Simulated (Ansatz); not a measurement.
Compounds of Al with 3 ligands, in which F is traded for OH. Quantity: electronic atomisation energy to ground-state atoms, in kcal/mol. Geometries: B3LYP-D3(BJ)/def2-TZVP minima from Ansatz (a first-principles code), one conformer each, not searched for the lowest. Correlated levels leave the core frozen unless marked. Open shells are spin-unrestricted. Spin-orbit coupling is left out. No relativistic terms. CBS(X,Y): correlation extrapolated as X^-3; Hartree-Fock from the larger set. The first level has limits of its own: it lacks core correlation, which all-electron functionals hold.

```tsv
n(OH)	species (SMILES)	CCSD(T)/CBS(cc-pV(T+d)Z,cc-pV(Q+d)Z) (Ansatz)	PBE/def2-TZVPD (Ansatz)	r2SCAN-D4/def2-TZVPD (Ansatz + dftd4)
0	[F][Al]([F])[F]	430.9	424.5	424.1
1	[OH][Al]([F])[F]	?	?	?
2	[OH][Al]([OH])[F]	591.2	586.3	583.9
3	[OH][Al]([OH])[OH]	672.1	667.9	664.5
```

Question: Fit a straight line through the known rows at each level by least squares, predict the withheld row (n(OH) = 1), and compare with the run.

Answer: 
- The known rows have mean n(OH) = 1.66667 and Σ(n(OH) - mean)² = 4.6667.
- CCSD(T)/CBS(cc-pV(T+d)Z,cc-pV(Q+d)Z): mean 564.733, Σ(n(OH) - mean)(y - mean) = 375.033, slope 80.364 kcal/mol a step; the line gives 564.733 + (80.364)×(1 - 1.66667) = 511.2; the run gives 512.0, +0.8 from the line, whose largest residual on the known rows is 0.3.
- PBE/def2-TZVPD: mean 559.567, Σ(n(OH) - mean)(y - mean) = 378.467, slope 81.099 kcal/mol a step; the line gives 559.567 + (81.099)×(1 - 1.66667) = 505.5; the run gives 506.4, +0.9 from the line, whose largest residual on the known rows is 0.3.
- r2SCAN-D4/def2-TZVPD: mean 557.500, Σ(n(OH) - mean)(y - mean) = 373.800, slope 80.099 kcal/mol a step; the line gives 557.500 + (80.099)×(1 - 1.66667) = 504.1; the run gives 505.0, +0.9 from the line, whose largest residual on the known rows is 0.3.
- PBE minus the first level along the series: -6.4, -5.6, -4.9, -4.2 kcal/mol.
